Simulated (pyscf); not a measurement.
A first-order saddle from PySCF, ωB97X-D3(BJ)/def2-SVP:

```xyz
12

N     -1.3042    -1.3513    -0.8878
Si    -0.0331    -0.6417     0.0047
F      0.5742    -2.0388     0.6467
H     -1.9717    -0.8355    -1.4457
H     -1.3782    -2.3587    -0.9727
H     -0.3130    -0.1931     1.5513
H      1.2265     0.0175    -0.4133
Si    -1.2332     1.1754     1.3669
H     -0.7646     0.8145    -0.2665
H     -1.5115     0.9995     2.8408
H     -2.6090     1.3127     0.7994
H     -0.3098     2.3397     1.2774
```
Charge 0, spin multiplicity 1.

Surface: singlet, charge 0. Lowest wavenumbers (cm⁻¹): 333i, 119, 183, 300, 325.

### Question
Which two sides does it connect, and which bonds change?

### Answer
H₂N–SiH₂–F + SiH₄ ⇌ H₂N–SiH₂–F + SiH₄, a four-centre exchange read from left to right: H–Si, H–Si broken and H–Si, H–Si formed. At ωB97M-D3(BJ)/def2-TZVP it lies +39.4 kcal/mol from the left side and +39.4 kcal/mol from the right (each side as separated species at their lowest minima found). At the saddle there is also a short Si–Si contact that neither side keeps. The same reactants have a lower exit, to H₂N–SiH₃ + F–SiH₃ (barrier +26.4 kcal/mol at ωB97M-D3(BJ)/def2-TZVP, against +39.4 kcal/mol here). One saddle was located; it need not be the lowest between these sides.
